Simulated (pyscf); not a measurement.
F–N•–F + H atom (H•) -> :N–F [triplet] + hydrogen fluoride (HF), an atom transfer (triplet surface; F–N broken, F–H formed). Structures and frequencies: ωB97X-D3(BJ)/def2-SVP in PySCF. Correlated levels are frozen-core, on RHF or UHF. ΔMP2 is the change of the MP2 total energy from the triple- to the quadruple-zeta basis. Energies in kJ/mol from the separated reactants.

Small-basis levels: PySCF, no dispersion term, spherical d functions. AM1 to PM7: differences of heats of formation from MOPAC. GFN2-xTB: tblite. Open shells are spin-unrestricted. 

| level | barrier | reaction energy |
|---|---|---|
| HF/STO-3G | 53.4 | -251.5 |
| HF/3-21G | 30.7 | -327.5 |
| MP2/6-31G* | 144.8 | -249.7 |
| SVWN5/6-31G* | 23.3 | -185.9 |
| BP86/6-31G* | 32.0 | -218.3 |
| B3LYP/STO-3G | 1.2 | -163.6 |
| B3LYP/LANL2DZ | -5.9 | -307.1 |
| B3LYP/6-31G* | 48.8 | -243.7 |
| B3LYP/6-311+G** | 35.4 | -307.5 |
| PBE/def2-SVP | 42.0 | -223.5 |
| GFN2-xTB | 138.1 | -120.5 |
| PM6 | 39.9 | -283.8 |
| CCSD(T)/def2-TZVPP + ΔMP2(QZVPP) | 77.1 | -311.8 |

Against the last row the barrier runs from -82.9 (B3LYP/LANL2DZ) to +67.8 kJ/mol (MP2/6-31G*). At B3LYP/LANL2DZ this geometry lies under one side, so the entry may be no barrier of that level: it is a single point on another level's saddle. CCSD(T)/def2-TZVPP + ΔMP2(QZVPP) has limits of its own. F–N•–F + H• also meet on a surface of lower spin, which isn't treated here. This is the saddle that the search found; another between the same sides may lie lower. The angle at the transferred F is 177°. The CCSD(T) − MP2 part came from Ansatz, without density fitting, on the same reference. A UHF reference is spin-contaminated (<S²> up to 2.28), which harms MP2 most.
